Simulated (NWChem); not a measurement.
**Basis-set convergence for nitrogen (N₂)**

SMILES: N#N
```xyz
2

N      0.0000     0.0000     0.5489
N      0.0000     0.0000    -0.5489
```
Charge 0, spin multiplicity 1.

The numbers come from NWChem runs, not from measurements. All single points use one geometry, from PBE0/def2-SVP, a minimum by its harmonic frequencies.

Quantity: vertical ionisation energy at the level ΔB3LYP (Δ: difference of total energies, the cation a doublet at the parent's geometry with its hole in an orbital of symmetry ag (D2h labels); it is the state that the SCF runs reached, from PBE0 orbitals for Hartree-Fock references, and need not be the lowest).

B3LYP has NWChem's definition, with VWN1-RPA local correlation. The stability of the SCF solutions was not checked.

```
basis        functions  vertical ionisation energy (eV)
-----------  ---------  -------------------------------
STO-3G              10                            14.91
3-21G               18                            15.47
pcseg-1             28                            15.83
aug-cc-pVDZ         46                            15.83
aug-pcseg-1         46                            15.90
cc-pVTZ             60                            15.79
def2-TZVPP          62                            15.82
def2-TZVP           62                            15.82
aug-cc-pVTZ         92                            15.84
```

Smallest basis within 0.2 eV of aug-cc-pVTZ, the largest set run: pcseg-1, with 28 functions against 92 (also within reach: aug-cc-pVDZ, aug-pcseg-1, cc-pVTZ, def2-TZVPP, def2-TZVP). aug-cc-pVTZ isn't the basis-set limit itself, and a small set can land close by cancellation.
